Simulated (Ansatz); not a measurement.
Process, species as SMILES: [PH2] (PH2) → [PH2-] (an electron is taken up)
B3LYP-D3(BJ)/def2-TZVP geometries, fixed; electronic energies without zero-point terms; positive where energy is released.
Largest species:
```
P
H 1 1.4234
H 1 1.4234 2 91.73
```
Charge 0, spin multiplicity 2.

Basis-set convergence of the adiabatic electron affinity at MP2 with Ansatz (a first-principles code). All functions are spherical. Cores are frozen. Open shells are unrestricted. No added dispersion term, no relativity. Functions are those of the species that has most. Reference: Hartree-Fock in aug-cc-pV(Q+d)Z plus the correlation part extrapolated as X^-3 from aug-cc-pV(T+d)Z and aug-cc-pV(Q+d)Z, 1.284 eV, itself unsure by roughly 0.014 eV (a third of the extrapolation step and of the last Hartree-Fock step). Deviations are taken from unrounded values.

| basis | functions | adiabatic electron affinity (eV) | minus reference (eV) |
|---|---|---|---|
| 6-31G | 17 | 0.211 | -1.073 |
| pcseg-0 | 17 | -0.098 | -1.382 |
| def2-SVP | 28 | -0.034 | -1.317 |
| pcseg-1 | 28 | 0.500 | -0.784 |
| cc-pV(D+d)Z | 33 | 0.146 | -1.138 |
| aug-pcseg-1 | 45 | 0.984 | -0.300 |
| def2-TZVP | 49 | 0.753 | -0.530 |
| 6-311++G(2d,2p) | 55 | 0.957 | -0.327 |
| def2-TZVPP | 70 | 0.791 | -0.493 |
| aug-pcseg-2 | 96 | 1.123 | -0.161 |
| cc-pV(Q+d)Z | 124 | 1.026 | -0.258 |
| aug-cc-pV(Q+d)Z | 181 | 1.243 | -0.040 |
| aug-pcseg-3 | 187 | 1.211 | -0.073 |

The smallest set listed that lies within 0.1 eV of the reference with all its larger relatives (same family, alike in diffuse functions; a set with none counts only in the reference's own line) is aug-cc-pV(Q+d)Z (181 functions, -0.040 eV off). Inside, with no larger relative to test it: aug-pcseg-3.
